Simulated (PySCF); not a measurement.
**MgS, CCSD(T): how much the basis matters**

PySCF, RHF reference; singlet, unpaired electrons none; De to Mg + S without counterpoise correction. Frozen cores follow the default of each basis and core potential.

```tsv
basis	relativity	functions	Re (Å)	ωe (cm⁻¹)	De (eV)	frozen orbitals
6-311G(d,p)	no relativity	52	2.176	520	1.65	6
pcseg-2	no relativity	53	2.160	530	1.77	6
def2-TZVPP	no relativity	74	2.163	518	1.92	6
```

Q: How does each smaller set differ from the one with most functions, def2-TZVPP?

A: 6-311G(d,p): +1.3 pm, +0.4 % in ωe, -0.27 eV in De; pcseg-2: -0.3 pm, +2.3 % in ωe, -0.15 eV in De. All at CCSD(T); the set with most functions is neither the basis-set limit nor always the best.

Correlated steps freeze 6 core orbitals. Where the molecule has an RHF reference, its open-shell atoms are computed with UHF. The CCSD T1 diagnostic is raised in MgS, a sign that a single reference may not be enough there.
